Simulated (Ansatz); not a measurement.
The input, for Ansatz 0.2.0:

```yaml
crystal:
  periodic: [false, false, false]
  atoms:
    - {symbol: Ge, position_ang: [0.012639, 0.023354, 0.000085]}
    - {symbol: H, position_ang: [1.698544, 0.069842, -0.006415]}
    - {symbol: H, position_ang: [-0.870539, 1.460133, 0.011985]}
    - {symbol: H, position_ang: [-1.738877, -3.213071, -0.011698]}
basis:
  gaussian: {orbitals: aug-cc-pVDZ}
total_charge: -1
magnetization: {spin_polarized: true, initial_magnetization: 2}
hamiltonian: {xc: {name: r2SCAN}}
output: {forces: true}
```

```sh
$ ansatz run in.yaml --threads 1 --pin off --events-out ev --progress --plain --max-ram 2393MiB
```

Output:

```
643 factors; their error is unknown
mean field evaluation 1: about -56559.1528 eV, gradient 1.5e1 eV
mean field evaluation 2: about -56544.0304 eV, gradient 2.4e1 eV
mean field evaluation 4: about -56562.4868 eV, gradient 1.7e0 eV
mean field evaluation 8: about -56562.6006 eV, gradient 2.0e-1 eV
mean field evaluation 16: about -56562.5780 eV, gradient 2.3e-3 eV
mean field evaluation 32: about -56561.8369 eV, gradient 1.3e0 eV
mean field -56562.57802785 eV, -2078.6364030311 hartree, gradient 2.3e-5 eV, S^2 2.029129; 1 other end points of the search recorded, 0 dependent functions left out
the calculation of the forces begins
reference -56562.57808721 eV, -2078.6364052126 hartree; 19, 17 occupied and 44, 46 virtual orbitals, 643 factors
Total energy: -56562.57808721 eV, -2078.6364052126 hartree
Atom 0 at     0.012639     0.023354     0.000085 Å, force    -0.329017    -0.607952    -0.002213 eV/Å
Atom 1 at     1.698544     0.069842    -0.006415 Å, force    -0.844699     0.746165     0.007730 eV/Å
Atom 2 at    -0.870539     1.460133     0.011985 Å, force     1.086685    -0.299028    -0.006102 eV/Å
Atom 3 at    -1.738877    -3.213071    -0.011698 Å, force     0.087031     0.160815     0.000585 eV/Å
Dipole moment:     0.374794     0.692540     0.002521 e Å
```

Forces (eV/Å):
```
Ge  -0.329 -0.608 -0.002
H   -0.845  0.746  0.008
H    1.087 -0.299 -0.006
H    0.087  0.161  0.001
```

Ran on 1 thread of Arm Neoverse V2, shared host: 5.5 s wall, 0.24 GiB peak host memory.
